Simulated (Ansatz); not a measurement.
in.yaml

```yaml
crystal:
  periodic: [false, false, false]
  atoms:
    - {symbol: Ge, position_ang: [0.050734, 0.017558, 1.027593]}
    - {symbol: Si, position_ang: [-0.114141, -0.150150, -1.222734]}
    - {symbol: N, position_ang: [-0.037520, 0.125385, -2.857154]}
    - {symbol: H, position_ang: [0.045588, 1.176017, -0.281730]}
basis:
  gaussian: {orbitals: cc-pVDZ}
magnetization: {spin_polarized: false, initial_magnetization: 2}
correlation: {method: ccsd_t, electrons: outside_noble_gas}
```

```sh
$ ansatz run in.yaml --threads 1 --pin off --events-out ev --progress --plain --max-ram 2393MiB
```

Question: Roughly how long does this take on 1 thread of Arm Neoverse V2, shared host, and how much host memory?

Answer: 21 s wall and 0.17 GiB.

```
693 factors; integrals over basis functions are off by at most 1.3e-3 eV
mean field evaluation 1: about -65818.4294 eV, gradient 4.5e1 eV
mean field evaluation 2: about -65818.4353 eV, gradient 4.5e1 eV
mean field evaluation 4: about -65826.6608 eV, gradient 6.8e0 eV
mean field evaluation 8: about -65828.2311 eV, gradient 1.0e0 eV
mean field evaluation 16: about -65828.2911 eV, gradient 7.0e-5 eV
mean field evaluation 32: about -65828.2848 eV, gradient 4.3e-1 eV
mean field evaluation 64: about -65826.6787 eV, gradient 5.8e0 eV
mean field evaluation 96: about -65828.0419 eV, gradient 1.2e-1 eV
mean field evaluation 128: about -65825.4019 eV, gradient 3.0e0 eV
mean field evaluation 160: about -65826.1666 eV, gradient 2.8e0 eV
mean field evaluation 192: about -65826.6395 eV, gradient 2.7e0 eV
mean field evaluation 224: about -65825.0308 eV, gradient 1.3e0 eV
mean field evaluation 256: about -65823.7718 eV, gradient 2.7e1 eV
mean field evaluation 288: about -65824.6106 eV, gradient 2.0e0 eV
mean field evaluation 320: about -65828.2911 eV, gradient 1.9e-2 eV
mean field evaluation 352: about -65823.8302 eV, gradient 2.6e0 eV
mean field evaluation 384: about -65822.8684 eV, gradient 5.9e0 eV
mean field evaluation 416: about -65820.8063 eV, gradient 1.0e1 eV
mean field evaluation 448: about -65819.0641 eV, gradient 5.8e0 eV
mean field -65828.29112909 eV, -2419.1450789758 hartree, gradient 2.7e-6 eV, S^2 2.000000; 10 other end points of the search recorded, 0 dependent functions left out
mean field evaluation 480: about -65827.2749 eV, gradient 5.8e0 eV
mean field evaluation 512: about -65829.0327 eV, gradient 3.6e-1 eV
mean field evaluation 544: about -65829.0378 eV, gradient 1.2e-1 eV
determinant -65828.29112909 eV, -2419.1450789758 hartree, with singles and doubles -65837.60073783 eV, -2419.4872007868 hartree
determinant -65828.04220878 eV, -2419.1359313232 hartree, with singles and doubles -65837.56422952 eV, -2419.4858591310 hartree
determinant -65827.93907266 eV, -2419.1321411406 hartree, with singles and doubles -65837.59876748 eV, -2419.4871283776 hartree
determinant -65827.62540673 eV, -2419.1206141301 hartree, with singles and doubles -65836.66136485 eV, -2419.4526794663 hartree
determinant -65825.50553941 eV, -2419.0427104432 hartree, with singles and doubles -65834.93699329 eV, -2419.3893099804 hartree
determinant -65828.29112909 eV, -2419.1450789758 hartree, with singles and doubles -65837.62014751 eV, -2419.4879140792 hartree
determinant -65828.04220878 eV, -2419.1359313232 hartree, with singles and doubles -65837.59754452 eV, -2419.4870834346 hartree
determinant -65827.93907266 eV, -2419.1321411406 hartree, with singles and doubles -65837.60931312 eV, -2419.4875159228 hartree
20 core orbitals not correlated: weight in the atoms' cores, before any rotation towards them, 1.000 or more for the frozen orbitals, at most 0.000 for the correlated occupied ones
reference -65828.29112909 eV, -2419.1450789758 hartree; 8, 6 occupied and 36, 38 virtual orbitals, 693 factors
second order -8.16073070 eV of doubles, -0.12739835 eV of singles
cycle   1  -9.32901659 eV  change    1.8e-6 eV  update   6.0e-6
perturbative correction -0.48959941 eV, -0.0179924466 hartree
Total energy: -65838.10974510 eV, -2419.5059064586 hartree
```

For the same geometry and basis RCCSDT(Q) lies 113.4 meV lower.
